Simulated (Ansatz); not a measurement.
Input for Ansatz (development build ahead of 0.2.0):

```yaml
crystal:
  periodic: [false, false, false]
  atoms:
    - { symbol: S, position_ang: [0.0, 0.0, 0.0] }
    - { symbol: S, position_ang: [0.0, 0.0, 2.41] }
basis:
  gaussian: { orbitals: def2-SVP }
magnetization:
  initial_magnetization: 2
hamiltonian:
  xc: hf
correlation:
  method: mp2
  frozen_orbitals: { S: 5 }
output:
  forces: true
```

The input is written out in the form of the current development build from the run's settings. Correlation on restricted open-shell orbitals is semicanonical, with singles.

Output:

```json
{"Converged": "yes", "Reference energy": "-794.73359 hartree", "Correlation energy": "-0.21697 hartree", "Total energy": "-794.95056 hartree", "Spin squared of the determinant": "2.000", "Stability test": "minimum among restricted orbitals"}
```

Forces (eV/Å):
| atom | Fx | Fy | Fz |
| --- | --- | --- | --- |
| S1 | 0.000 | 0.000 | 4.049 |
| S2 | 0.000 | 0.000 | -4.049 |

Caution: bonds are stretched, where a single reference can fail; forces differ strongly between restricted and unrestricted references.
